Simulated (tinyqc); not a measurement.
Inside a calculation. Method: extended Hueckel theory, for LiF+. The parameters take no account of the charge, which enters only through the electron count. One step of it, computed by the program tinyqc.

Question. Wolfsberg-Helmholz matrix. H_ij = K' S_ij (H_ii + H_jj)/2 for i != j (the diagonal keeps H_ii), with K' = 1.75.

overlap S, lower triangle:
```
            1Li 2s   1Li 2px   1Li 2py    1Li 2pz     2F 2s    2F 2px    2F 2py    2F 2pz
1Li 2s    1.000000
1Li 2px   0.000000  1.000000
1Li 2py   0.000000  0.000000  1.000000
1Li 2pz   0.000000  0.000000  0.000000   1.000000
2F 2s     0.237484  0.000000  0.000000   0.370350  1.000000
2F 2px    0.000000  0.103461  0.000000   0.000000  0.000000  1.000000
2F 2py    0.000000  0.000000  0.103461   0.000000  0.000000  0.000000  1.000000
2F 2pz   -0.071401  0.000000  0.000000  -0.094145  0.000000  0.000000  0.000000  1.000000
```

diagonal H_ii (eV): 1Li 2s -5.400000, 1Li 2px -3.500000, 1Li 2py -3.500000, 1Li 2pz -3.500000, 2F 2s -40.000000, 2F 2px -18.100000, 2F 2py -18.100000, 2F 2pz -18.100000

K = 1.750000

Give: H.

Answer.

H (eV), lower triangle:
```
          1Li 2s  1Li 2px  1Li 2py   1Li 2pz     2F 2s    2F 2px    2F 2py    2F 2pz
1Li 2s   -5.4000
1Li 2px   0.0000  -3.5000
1Li 2py   0.0000   0.0000  -3.5000
1Li 2pz   0.0000   0.0000   0.0000   -3.5000
2F 2s    -9.4340   0.0000   0.0000  -14.0964  -40.0000
2F 2px    0.0000  -1.9554   0.0000    0.0000    0.0000  -18.1000
2F 2py    0.0000   0.0000  -1.9554    0.0000    0.0000    0.0000  -18.1000
2F 2pz    1.4682   0.0000   0.0000    1.7793    0.0000    0.0000    0.0000  -18.1000
```
